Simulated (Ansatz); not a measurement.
Born–Oppenheimer molecular dynamics of AlFH₂O (5 atoms, charge 0, multiplicity 1). It starts from a relaxed structure.

Computed with Ansatz, RKS B3LYP-D4/def2-SVP.

```
ensemble                      : NVE (velocity Verlet)
time step                     : 0.5 fs
steps asked                   : 300
starting velocities drawn for : 300 K
seed                          : 283462
```

First frame:

```xyz
5
Properties=species:S:1:pos:R:3
Al 0.033 -0.071 -0.028
F -0.034 -0.057 1.637
H 1.386 0.186 -0.763
O -1.372 -0.367 -0.924
H -2.255 -0.538 -0.584
```

(1) How far do the bonds stretch over the last three quarters of this one trajectory? (Pairs bonded in most of those frames.)

Answers

(1) 
```
  bond  mean (Å)  spread (Å)  shortest  longest
Al1–F2     1.666       0.006      1.65     1.68
Al1–H3     1.565       0.005      1.56     1.57
Al1–O4     1.692       0.012      1.67     1.71
 O4–H5     0.963       0.015      0.94     0.98
```

Mean temperature of the second half: 150 K. The conserved energy stayed within 0.099 meV per atom of its start (net change 0.089 meV per atom), so the integration is sound. Over the second half the temperature averaged 0.50 of the 300 K drawn at the start: a run that starts near a minimum puts about half its kinetic energy into the potential. A run of 0.15 ps of so small a system gives no equilibrium averages.

Time of the run: 5.6 min on 1 thread of Arm Neoverse V1, with other jobs on the host, peak memory 0.1 GiB.
